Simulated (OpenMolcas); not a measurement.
**How basis sets differ on CH5AlO (SMILES [CH3][AlH][OH])**

CH5AlO has 8 atoms, charge 0, and is taken as a singlet. SMILES: `[CH3][AlH][OH]`. Geometry: relaxed at PBE0-D4/def2-TZVP. This is one conformer, not always the lowest.

Each level gives the HOMO–LUMO gap (eV). The values are calculated.

```tsv
level	kind	program	value (eV)
HF/ANO-R0 (sfX2C)	Hartree–Fock	OpenMolcas	13.32
HF/ANO-RCC-MB (DKH2)	Hartree–Fock	OpenMolcas	13.93
HF/STO-3G	Hartree–Fock	OpenMolcas	17.98
HF/3-21G	Hartree–Fock	OpenMolcas	13.37
HF/6-31G* (Cartesian functions)	Hartree–Fock	OpenMolcas	13.33
HF/aug-cc-pVDZ	Hartree–Fock	OpenMolcas	11.89
```

The values span 11.89 to 17.98 eV. A Hartree–Fock LUMO above zero doesn't converge with the basis: it sinks as sets grow more diffuse. Orbital gaps aren't excitation energies.
